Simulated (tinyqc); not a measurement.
ROHF in the sto-3g basis, for BH2, spin multiplicity 2, step by step. This run ends on a higher stationary point, not on the lowest solution. One step of it, computed by the program tinyqc.

Problem. Iteration 2: building the Fock matrix. J_ij = sum D_kl (ij|kl) with D = D(alpha) + D(beta), K_ij = sum D_kl (ik|jl) for each spin; F = H + J - K(s); E = tr D H + tr D J / 2 - 0.5 sum_s tr D(s) K(s) + E_nn.

D(alpha) after iteration 1:
```
,1B 1s,1B 2s,1B 2px,1B 2py,1B 2pz,2H 1s,3H 1s
1B 1s,1.031971,-0.091493,0.000000,-0.001061,-0.032226,-0.089516,-0.087059
1B 2s,-0.091493,0.334024,0.000000,-0.001674,0.082643,0.197975,0.202533
1B 2px,0.000000,0.000000,1.000000,0.000000,0.000000,0.000000,0.000000
1B 2py,-0.001061,-0.001674,0.000000,0.285840,-0.000927,0.215078,-0.219570
1B 2pz,-0.032226,0.082643,0.000000,-0.000927,0.020540,0.048920,0.050814
2H 1s,-0.089516,0.197975,0.000000,0.215078,0.048920,0.281832,-0.044063
3H 1s,-0.087059,0.202533,0.000000,-0.219570,0.050814,-0.044063,0.290983
```

D(beta) after iteration 1:
```
,1B 1s,1B 2s,1B 2px,1B 2py,1B 2pz,2H 1s,3H 1s
1B 1s,1.031971,-0.091493,0.000000,-0.001061,-0.032226,-0.089516,-0.087059
1B 2s,-0.091493,0.334024,0.000000,-0.001674,0.082643,0.197975,0.202533
1B 2px,0.000000,0.000000,0.000000,0.000000,0.000000,0.000000,0.000000
1B 2py,-0.001061,-0.001674,0.000000,0.285840,-0.000927,0.215078,-0.219570
1B 2pz,-0.032226,0.082643,0.000000,-0.000927,0.020540,0.048920,0.050814
2H 1s,-0.089516,0.197975,0.000000,0.215078,0.048920,0.281832,-0.044063
3H 1s,-0.087059,0.202533,0.000000,-0.219570,0.050814,-0.044063,0.290983
```

core Hamiltonian H = T + V (hartree):
```
,1B 1s,1B 2s,1B 2px,1B 2py,1B 2pz,2H 1s,3H 1s
1B 1s,-13.235433,-3.433588,0.000000,-0.002040,-0.012217,-0.990440,-0.856980
1B 2s,-3.433588,-4.289859,0.000000,-0.011437,-0.104196,-2.030500,-1.865802
1B 2px,0.000000,0.000000,-3.410281,0.000000,0.000000,0.000000,0.000000
1B 2py,-0.002040,-0.011437,0.000000,-3.640080,-0.003401,-1.681280,1.586232
1B 2pz,-0.012217,-0.104196,0.000000,-0.003401,-3.434848,-0.568818,-0.537341
2H 1s,-0.990440,-2.030500,0.000000,-1.681280,-0.568818,-3.011327,-0.371479
3H 1s,-0.856980,-1.865802,0.000000,1.586232,-0.537341,-0.371479,-2.898056
```

Two-electron integrals (ij|kl) in chemists' order, unique and non-zero (hartree):
```
i,j,k,l,(ij|kl)
1,1,1,1,2.923513
2,1,1,1,0.518376
2,1,2,1,0.109262
2,2,1,1,0.744229
2,2,2,1,0.193177
2,2,2,2,0.544804
3,1,3,1,0.020264
3,2,3,1,0.029996
3,2,3,2,0.120346
3,3,1,1,0.742491
3,3,2,1,0.193240
3,3,2,2,0.544682
3,3,3,3,0.586773
4,1,4,1,0.020264
4,2,4,1,0.029996
4,2,4,2,0.120346
4,3,4,3,0.031630
4,4,1,1,0.742491
4,4,2,1,0.193240
4,4,2,2,0.544682
4,4,3,3,0.523513
4,4,4,4,0.586773
5,1,5,1,0.020264
5,2,5,1,0.029996
5,2,5,2,0.120346
5,3,5,3,0.031630
5,4,5,4,0.031630
5,5,1,1,0.742491
5,5,2,1,0.193240
5,5,2,2,0.544682
5,5,3,3,0.523513
5,5,4,4,0.523513
5,5,5,5,0.586773
6,1,1,1,0.148083
6,1,2,1,0.031068
6,1,2,2,0.054978
6,1,3,3,0.054707
6,1,4,1,0.002186
6,1,4,2,0.003968
6,1,4,4,0.055471
6,1,5,1,0.000714
6,1,5,2,0.001297
6,1,5,4,0.000250
6,1,5,5,0.054789
6,1,6,1,0.009124
6,2,1,1,0.313427
6,2,2,1,0.082372
6,2,2,2,0.250524
6,2,3,3,0.243814
6,2,4,1,0.008635
6,2,4,2,0.049552
6,2,4,4,0.261802
6,2,5,1,0.002822
6,2,5,2,0.016194
6,2,5,4,0.005878
6,2,5,5,0.245735
6,2,6,1,0.024924
6,2,6,2,0.150657
6,3,3,1,0.008822
6,3,3,2,0.039637
6,3,4,3,0.009621
6,3,5,3,0.003144
6,3,6,3,0.018062
6,4,1,1,0.263915
6,4,2,1,0.070356
6,4,2,2,0.225850
6,4,3,3,0.213783
6,4,4,1,0.015288
6,4,4,2,0.080979
6,4,4,4,0.248139
6,4,5,1,0.002113
6,4,5,2,0.013510
6,4,5,4,0.008083
6,4,5,5,0.215397
6,4,6,1,0.022490
6,4,6,2,0.159663
6,4,6,4,0.183816
6,5,1,1,0.086247
6,5,2,1,0.022992
6,5,2,2,0.073807
6,5,3,3,0.069864
6,5,4,1,0.002113
6,5,4,2,0.013510
6,5,4,4,0.074803
6,5,5,1,0.009512
6,5,5,2,0.044053
6,5,5,4,0.011235
6,5,5,5,0.076679
6,5,6,1,0.007350
6,5,6,2,0.052177
6,5,6,4,0.054168
6,5,6,5,0.035764
6,6,1,1,0.459972
6,6,2,1,0.123197
6,6,2,2,0.419827
6,6,3,3,0.394652
6,6,4,1,0.017028
6,6,4,2,0.124939
6,6,4,4,0.462523
6,6,5,1,0.005565
6,6,5,2,0.040830
6,6,5,4,0.022180
6,6,5,5,0.401901
6,6,6,1,0.038227
6,6,6,2,0.310238
6,6,6,4,0.359566
6,6,6,5,0.117505
6,6,6,6,0.774606
7,1,1,1,0.127802
7,1,2,1,0.026834
7,1,2,2,0.047555
7,1,3,3,0.047320
7,1,4,1,-0.001875
7,1,4,2,-0.003427
7,1,4,4,0.047981
7,1,5,1,0.000613
7,1,5,2,0.001121
7,1,5,4,-0.000216
7,1,5,5,0.047391
7,1,6,1,0.007447
7,1,6,2,0.019406
7,1,6,4,0.015720
7,1,6,5,0.005727
7,1,6,6,0.028623
7,1,7,1,0.006804
7,2,1,1,0.285830
7,2,2,1,0.075218
7,2,2,2,0.230687
7,2,3,3,0.224318
7,2,4,1,-0.007891
7,2,4,2,-0.046416
7,2,4,4,0.241390
7,2,5,1,0.002581
7,2,5,2,0.015185
7,2,5,4,-0.005585
7,2,5,5,0.226145
7,2,6,1,0.020482
7,2,6,2,0.091485
7,2,6,4,0.071298
7,2,6,5,0.030920
7,2,6,6,0.144453
7,2,7,1,0.019696
7,2,7,2,0.130448
7,3,3,1,0.007834
7,3,3,2,0.035786
7,3,4,3,-0.008868
7,3,5,3,0.002901
7,3,6,3,0.009715
7,3,7,3,0.015112
7,4,1,1,-0.246454
7,4,2,1,-0.065757
7,4,2,2,-0.212855
7,4,3,3,-0.201490
7,4,4,1,0.013849
7,4,4,2,0.075232
7,4,4,4,-0.233805
7,4,5,1,-0.001968
7,4,5,2,-0.012905
7,4,5,4,0.007670
7,4,5,5,-0.203051
7,4,6,1,-0.017034
7,4,6,2,-0.073726
7,4,6,4,-0.049447
7,4,6,5,-0.024418
7,4,6,6,-0.109982
7,4,7,1,-0.018136
7,4,7,2,-0.141273
7,4,7,4,0.164993
7,5,1,1,0.080626
7,5,2,1,0.021512
7,5,2,2,0.069634
7,5,3,3,0.065916
7,5,4,1,-0.001968
7,5,4,2,-0.012905
7,5,4,4,0.070685
7,5,5,1,0.008478
7,5,5,2,0.040008
7,5,5,4,-0.010429
7,5,5,5,0.072229
7,5,6,1,0.006179
7,5,6,2,0.031461
7,5,6,4,0.024088
7,5,6,5,0.020110
7,5,6,6,0.052093
7,5,7,1,0.005933
7,5,7,2,0.046217
7,5,7,4,-0.049033
7,5,7,5,0.031152
7,6,1,1,0.053910
7,6,2,1,0.014085
7,6,2,2,0.042241
7,6,3,3,0.041353
7,6,4,1,-0.000027
7,6,4,2,-0.000250
7,6,4,4,0.043133
7,6,5,1,0.000863
7,6,5,2,0.004804
7,6,5,4,-0.000043
7,6,5,5,0.042202
7,6,6,1,0.004054
7,6,6,2,0.020804
7,6,6,4,0.019203
7,6,6,5,0.007912
7,6,6,6,0.037681
7,6,7,1,0.003515
7,6,7,2,0.019539
7,6,7,4,-0.018643
7,6,7,5,0.007561
7,6,7,6,0.003595
7,7,1,1,0.437558
7,7,2,1,0.117335
7,7,2,2,0.405095
7,7,3,3,0.380773
7,7,4,1,-0.015697
7,7,4,2,-0.120024
7,7,4,4,0.446311
7,7,5,1,0.005135
7,7,5,2,0.039265
7,7,5,4,-0.021440
7,7,5,5,0.387787
7,7,6,1,0.031565
7,7,6,2,0.151991
7,7,6,4,0.111970
7,7,6,5,0.053809
7,7,6,6,0.239930
7,7,7,1,0.031432
7,7,7,2,0.285979
7,7,7,4,-0.337837
7,7,7,5,0.110522
7,7,7,6,0.037681
7,7,7,7,0.774606
```

nuclear repulsion = 4.81203960 hartree

Give: Coulomb J; exchange K(alpha); exchange K(beta); F(alpha); F(beta); total energy of this density.

Solution.

Coulomb J (hartree):
```
,1B 1s,1B 2s,1B 2px,1B 2py,1B 2pz,2H 1s,3H 1s
1B 1s,8.9023,1.8387,0.0000,0.0015,0.0243,0.5266,0.4546
1B 2s,1.8387,3.9316,0.0000,0.0047,0.1449,1.8484,1.7024
1B 2px,0.0000,0.0000,3.8966,0.0000,0.0000,0.0000,0.0000
1B 2py,0.0015,0.0047,0.0000,4.0331,0.0003,1.6901,-1.5928
1B 2pz,0.0243,0.1449,0.0000,0.0003,3.8523,0.5849,0.5511
2H 1s,0.5266,1.8484,0.0000,1.6901,0.5849,3.2203,0.3117
3H 1s,0.4546,1.7024,0.0000,-1.5928,0.5511,0.3117,3.1311
```

exchange K(alpha) (hartree):
```
,1B 1s,1B 2s,1B 2px,1B 2py,1B 2pz,2H 1s,3H 1s
1B 1s,2.9653,0.5712,0.0000,0.0001,-0.0014,0.1663,0.1440
1B 2s,0.5712,0.6986,0.0000,0.0082,0.1397,0.4345,0.4075
1B 2px,0.0000,0.0000,0.6966,0.0000,0.0000,0.0000,0.0000
1B 2py,0.0001,0.0082,0.0000,0.6282,0.0014,0.3813,-0.3667
1B 2pz,-0.0014,0.1397,0.0000,0.0014,0.1804,0.1268,0.1214
2H 1s,0.1663,0.4345,0.0000,0.3813,0.1268,0.6323,0.0737
3H 1s,0.1440,0.4075,0.0000,-0.3667,0.1214,0.0737,0.6106
```

exchange K(beta) (hartree):
```
,1B 1s,1B 2s,1B 2px,1B 2py,1B 2pz,2H 1s,3H 1s
1B 1s,2.9450,0.5412,0.0000,0.0001,-0.0014,0.1574,0.1361
1B 2s,0.5412,0.5782,0.0000,0.0082,0.1397,0.3949,0.3718
1B 2px,0.0000,0.0000,0.1098,0.0000,0.0000,0.0000,0.0000
1B 2py,0.0001,0.0082,0.0000,0.5965,0.0014,0.3717,-0.3579
1B 2pz,-0.0014,0.1397,0.0000,0.0014,0.1488,0.1237,0.1185
2H 1s,0.1574,0.3949,0.0000,0.3717,0.1237,0.6142,0.0640
3H 1s,0.1361,0.3718,0.0000,-0.3579,0.1185,0.0640,0.5955
```

F(alpha) (hartree):
```
,1B 1s,1B 2s,1B 2px,1B 2py,1B 2pz,2H 1s,3H 1s
1B 1s,-7.2984,-2.1660,0.0000,-0.0006,0.0134,-0.6301,-0.5463
1B 2s,-2.1660,-1.0569,0.0000,-0.0149,-0.0990,-0.6166,-0.5710
1B 2px,0.0000,0.0000,-0.2103,0.0000,0.0000,0.0000,0.0000
1B 2py,-0.0006,-0.0149,0.0000,-0.2352,-0.0045,-0.3726,0.3602
1B 2pz,0.0134,-0.0990,0.0000,-0.0045,0.2370,-0.1107,-0.1077
2H 1s,-0.6301,-0.6166,0.0000,-0.3726,-0.1107,-0.4233,-0.1335
3H 1s,-0.5463,-0.5710,0.0000,0.3602,-0.1077,-0.1335,-0.3776
```

F(beta) (hartree):
```
,1B 1s,1B 2s,1B 2px,1B 2py,1B 2pz,2H 1s,3H 1s
1B 1s,-7.2782,-2.1360,0.0000,-0.0006,0.0134,-0.6212,-0.5385
1B 2s,-2.1360,-0.9365,0.0000,-0.0149,-0.0990,-0.5770,-0.5352
1B 2px,0.0000,0.0000,0.3765,0.0000,0.0000,0.0000,0.0000
1B 2py,-0.0006,-0.0149,0.0000,-0.2036,-0.0045,-0.3629,0.3513
1B 2pz,0.0134,-0.0990,0.0000,-0.0045,0.2686,-0.1076,-0.1048
2H 1s,-0.6212,-0.5770,0.0000,-0.3629,-0.1076,-0.4053,-0.1238
3H 1s,-0.5385,-0.5352,0.0000,0.3513,-0.1048,-0.1238,-0.3625
```

total energy of this density = -25.349502 hartree
